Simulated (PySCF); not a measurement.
# From one method to the next for BH

Starting from one script, swap the method and compare what comes out for BH.

Computed with PySCF 2.14.0. Level: method and basis as typed in the scripts.

3 further runs of the same task are left out: 3 that didn't finish.

## Step 1: The starting structure

BH: 2 atoms, charge 0, spin multiplicity 1.

Bond lengths: B1–H2 1.192 Å.

## Step 2: The base run

File input.py:

```python
from pyscf import gto, scf

mol = gto.M(
    atom='B 0 0 0; H 0 0 1.192',
    basis='3-21g',
    charge=0,
    spin=0,
    verbose=4,
)
mf = scf.RHF(mol)
mf = mf.density_fit(auxbasis='def2-universal-jkfit')
mf.kernel()
mf.nuc_grad_method().kernel()
mf.dip_moment()
print('orbital energies (hartree):', mf.mo_energy[..., max(0, mol.nelec[1]-3):mol.nelec[0]+3].round(4))
```

Launch:

```sh
OMP_NUM_THREADS=1 python input.py
```

## Step 3: UHF

Run 1 changes SCF type: RHF → UHF.

File input.py:

```python
from pyscf import gto, scf

mol = gto.M(
    atom='B 0 0 0; H 0 0 1.192',
    basis='3-21g',
    charge=0,
    spin=0,
    verbose=4,
)
mf = scf.UHF(mol)
mf = mf.density_fit(auxbasis='def2-universal-jkfit')
mf.kernel()
mf.nuc_grad_method().kernel()
mf.dip_moment()
print('orbital energies (hartree):', [e[max(0, n-3):n+3].round(4) for e, n in zip(mf.mo_energy, mol.nelec)])
```

## Step 4: EOM-IP

Run 2 changes step after the SCF: gradient → eomip; number of roots: none → 4.

input.py, as its differences from that of step 2:

```diff
@@ -1,2 +1,2 @@
-from pyscf import gto, scf
+from pyscf import gto, scf, cc
 
@@ -12,3 +12,6 @@
 mf.kernel()
-mf.nuc_grad_method().kernel()
+mycc = cc.CCSD(mf)
+mycc.kernel()
+e = mycc.ipccsd(nroots=4)[0]
+print('roots (eV) =', (e*27.211386).round(3))
 mf.dip_moment()
```

## Step 5: SCF alone

Run 3 changes step after the SCF: gradient → none.

input.py, as its differences from that of step 2:

```diff
@@ -12,3 +12,2 @@
 mf.kernel()
-mf.nuc_grad_method().kernel()
 mf.dip_moment()
```

## Step 6: TDHF

Run 4 changes step after the SCF: gradient → tddft; number of roots: none → 6.

input.py, as its differences from that of step 2:

```diff
@@ -1,2 +1,2 @@
-from pyscf import gto, scf
+from pyscf import gto, scf, tdscf
 
@@ -12,3 +12,6 @@
 mf.kernel()
-mf.nuc_grad_method().kernel()
+td = tdscf.TDHF(mf)
+td.nstates = 6
+td.kernel()
+td.analyze()
 mf.dip_moment()
```

## Step 7: Wb97m-v (RKS)

Run 5 changes functional: none (Hartree–Fock) → wb97m-v; SCF type: RHF → RKS; step after the SCF: gradient → analyze.

File input.py:

```python
from pyscf import gto, dft

mol = gto.M(
    atom='B 0 0 0; H 0 0 1.192',
    basis='3-21g',
    charge=0,
    spin=0,
    verbose=4,
)
mf = dft.RKS(mol, xc='wb97m-v')
mf = mf.density_fit(auxbasis='def2-universal-jkfit')
mf.kernel()
mf.analyze()
print('orbital energies (hartree):', mf.mo_energy[..., max(0, mol.nelec[1]-3):mol.nelec[0]+3].round(4))
```

**Question.** What will these runs give? Wanted: for each run, E(SCF); from base; gap; SCF dipole; after the SCF.

**Answer**, as computed:

```tsv
run	E(SCF) (hartree)	from base (eV)	cycles	gap (eV)	SCF dipole (D)	after the SCF
base	-24.976282	0	7	11.12	1.70	n/a
UHF	-24.976282	0.0000	8	11.12	1.70	n/a
EOM-IP	-24.976282	0.0000	7	11.12	1.70	CCSD correlation -1.645 eV, first root 9.16 eV
SCF alone	-24.976282	0.0000	7	11.12	1.70	n/a
TDHF	-24.976282	0.0000	7	11.12	1.70	lowest root found 2.64 eV
wb97m-v (RKS)	-25.124687	not comparable	7	8.78	1.52	n/a
```

No change of the SCF energy comes from UHF. Total energies of different functionals can't be compared with each other; differences within one functional can. The dearest run is “wb97m-v (RKS)”, at 13 s against 0.63 s.
